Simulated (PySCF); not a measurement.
## Assignment exercise: C4H5FO

Bonds (- single, = double, # triple, : aromatic): O1=C2 1.182 Å, C2-F3 1.372 Å, C2-C4 1.461 Å, C4-C5 1.515 Å, C5-C6 1.481 Å, C6-C4 1.515 Å. C4 carries H7; C5 carries H8, H9; C6 carries H10, H11. H9, H11 are cis to C2 on the ring; H8, H10 are trans to C2 on the ring.

Theoretical values (PySCF 2.14.0 with density-fitted response routines): shieldings: GIAO PBE0/pcSseg-1, coordinates at the GFN2-xTB level, J: B3LYP/pcJ-1 (spin–dipole term only in couplings to heteroatoms). No relativistic terms, one averaged value for each set of equivalent atoms, one conformer, no solvent.

Shifts are taken against calculated references (same method and geometry level): ¹³C (186.93 ppm), ¹H (31.72 ppm) vs TMS.

Q: Assign these signals to the numbered atoms. ¹³C{¹H} NMR (computed): δ 175.7 (C, d, J = 405.6 Hz), 14.2 (CH2, d, J = 2.2 Hz), 12.6 (CH, d, J = 82.9 Hz).

A: 
```tsv
δ (ppm)	atoms	environment	reason
175.7	C2	carbonyl carbon	–
14.2	C5/C6	three-membered-ring carbon	carbons of three-membered rings are unusually shielded
12.6	C4	three-membered-ring carbon	–
```

C5/C6 and C4 lie closer than the usual error of such a calculation, so a measured spectrum could show them in the other order.

Q: Assign these signals to the numbered atoms. ¹H NMR (400 MHz, computed): δ 1.65 (m, 1H), 1.18 (m, 2H), 1.12 (m, 2H).

A: 
| δ (ppm) | atoms | environment | reason |
| --- | --- | --- | --- |
| 1.65 | H7 | hydrogen on a three-membered-ring carbon | – |
| 1.18 | H9/H11 | hydrogen on a three-membered-ring carbon | cyclopropane-type protons are shielded by the ring |
| 1.12 | H8/H10 | hydrogen on a three-membered-ring carbon | – |

H9/H11 and H8/H10 lie closer than the usual error of such a calculation, so a measured spectrum could show them in the other order.

Common functionals overestimate the size of one-bond C–F couplings by tens of Hz; these are unscaled. Multiplet labels drop couplings under 1 Hz and merge nearly equal ones. Couplings among chemically equivalent protons are left out too, so labels in AA′BB′ or AA′XX′ sets are apparent multiplicities. Unscaled 3J(H,H) at this level run about 10 % above measured values. Shifts are as computed. Against solution values, carbons near 30 ppm lie about +3 ppm off and those near 130 ppm about +5 ppm. Of 1211 compounds with measured shifts, 218 miss one by over three times the rms of a fit or turn the order of signals round; such compounds aren't used in these exercises. Only one conformer was computed, so three-bond couplings in flexible chains and rings are approximate.
